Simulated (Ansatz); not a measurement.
A calculation with Ansatz (development build ahead of 0.2.0).

```yaml
crystal:
  periodic: [false, false, false]
  atoms:
    - { symbol: Li, position_ang: [0.0, 0.0, -1.60782] }
    - { symbol: O, position_ang: [0.0, 0.0, 0.35492] }
    - { symbol: H, position_ang: [0.0, 0.82978, 0.99207] }
    - { symbol: H, position_ang: [0.0, -0.82978, 0.99207] }
basis:
  gaussian: { orbitals: cc-pVDZ }
total_charge: 1
hamiltonian:
  xc: hf
```

The input is written out in the form of the current development build from the run's settings.

Results

```yaml
Converged: yes
Total_energy: -83.31110 hartree
Spin_squared_of_the_determinant: 0.000
```
